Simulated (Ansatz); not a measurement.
Two isomers of C3H4S: A = `CC=C=S`, B = `C#CSC`.

Gas-phase electronic energies from Ansatz, PBE0-D4/def2-TZVP geometries. CCSD(T)/CBS adds triple-zeta CCSD(T) − MP2 to the extrapolated MP2 energy (def2 sets, frozen cores). Functionals use def2-TZVPP. B3LYP here is the variant with VWN-RPA as its local correlation; programs differ in this.

A:

```xyz
8

C     0.2352   -0.1413    0.9727
C     0.3470    0.1226   -0.4995
C    -0.6662    0.1545   -1.3201
S    -1.8815    0.1903   -2.2893
H     0.8112   -1.0279    1.2518
H     0.6262    0.7026    1.5479
H    -0.8019   -0.3023    1.2660
H     1.3299    0.3014   -0.9294
```

B:

```xyz
8

C    -0.883   -1.067    1.804
C    -0.046   -0.851    0.964
S     1.158   -0.604   -0.172
C     0.440    0.746   -1.134
H    -1.623   -1.257    2.544
H    -0.497    0.432   -1.590
H     0.284    1.621   -0.504
H     1.167    0.980   -1.912
```

Problem. Which isomer does CCSD(T)/CBS put lower? Give the gap. (Best estimate.)

Solution. Ansatz gave: A, by 66.1 kJ/mol.

Problem. Give E(B) − E(A) in kJ/mol with r2SCAN-D4, BLYP-D4, HF/def2-TZVPP, CCSD(T)/def2-TZVPP, CCSD(T)/def2-SVP, B3LYP, CCSD/def2-TZVPP. (An estimate is asked.)

Solution. Computed: r2SCAN-D4 86.0, BLYP-D4 83.5, HF/def2-TZVPP 62.1, CCSD(T)/def2-TZVPP 71.4, CCSD(T)/def2-SVP 89.6, B3LYP 80.7, CCSD/def2-TZVPP 67.4. None reverses the order clearly.

Problem. Does the order hold for the free energy at 298.15 K (harmonic terms from PBE0-D4)? (Best estimate.)

Solution. Ansatz gave: Yes: G(B) − G(A) = +61.6 kJ/mol.

Largest T1 diagnostic: 0.016.

From r2SCAN to r2SCAN0 (25 % exact exchange), in def2-TZVPP and without D4, E(B) − E(A) moves by −5.7 kJ/mol. At CCSD(T), def2-SVP lies +23.4 kJ/mol from the extrapolated value and def2-TZVPP +5.2 kJ/mol.
